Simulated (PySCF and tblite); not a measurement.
Results of a calculation; reference values are marked as such.
System: C₃H₂O₂, numbered as in [CH:1]#[C:2][C:3](=[O:4])[OH:5].

Motion: shift of H on O5 from O5 to O4. GFN2-xTB gives an electronic barrier of 34.3 kcal/mol.

Tunnelling of the moving H, left out here, will speed the real process. In real samples such hydrogens mostly exchange between molecules or through solvent, far faster than by this path.

PBE0/pcSseg-1 + D3(BJ) on PBE0-D3(BJ)/def2-SVP geometries gives 33.5 kcal/mol and k(298 K) = 2.2×10⁻¹⁰ s⁻¹.

Question: What does B3LYP/pcSseg-1 + D3(BJ) give on PBE0-D3(BJ)/def2-SVP geometries?

Answer: A barrier of 34.6 kcal/mol, 1.1 above the first DFT barrier (from unrounded values) and, with GFN2-xTB thermal terms, ΔG‡(298 K) = 31.7 kcal/mol and k = 3.7×10⁻¹¹ s⁻¹ (1 equivalent path).

Programs: tblite and PySCF.
